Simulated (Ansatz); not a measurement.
Na (bcc, W type): values from a third-order Birch-Murnaghan fit to a volume scan beside measured ones. Computed values: PBE (plane waves to 420 eV, PAW, scalar-relativistic; Ansatz, a first-principles code). Na was relaxed with its symmetry unable to fall.

```
quantity                reference                                       kind
----------------------  ---------  -----------------------------------------
Lattice constant a (Å)      4.214  measured, corrected to the static lattice
Bulk modulus B₀ (GPa)         7.9  measured, corrected to the static lattice
```

References as given in: Daniel Mejia-Rodriguez, S. B. Trickey, Physical Review B (2018), arXiv:1807.09216.

Problem. What does PBE give, and how far is that from the reference?

Solution. 
| quantity | PBE | difference |
|---|---|---|
| Lattice constant a (Å) | 4.197 | -0.4 % |
| Bulk modulus B₀ (GPa) | 7.8 | -1.6 % |

PBE underestimates the lattice constant a by 0.4 %. For the bulk modulus B₀ it lies within 5 % of the reference.

(Under strain, the slope of the energy per volume gives the stress and its curvature an elastic modulus.)
